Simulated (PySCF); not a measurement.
acetylene (C2H2), SMILES C#C. Geometry: ωB97X-D3(BJ)/def2-TZVPD.

TDDFT-B3LYP/def2-TZVPD (PySCF) puts the lowest singlet excitations at 6.75, 6.92, 6.92, 7.73, 7.73, 8.01 eV and the lowest triplet (TDA) at 5.49 eV.

Q: What are the lowest singlet roots from EOM-CCSD/aug-cc-pVDZ (PySCF)? (Estimate from the structure and the level; the computed values follow.)

A: 7.38, 7.67, 7.67, 8.31, 8.31, 8.68 eV; triplets 5.57, 6.61, 6.61 eV. S1 differs by 0.63 eV (second minus first; roots are paired by order, and the bases may differ).
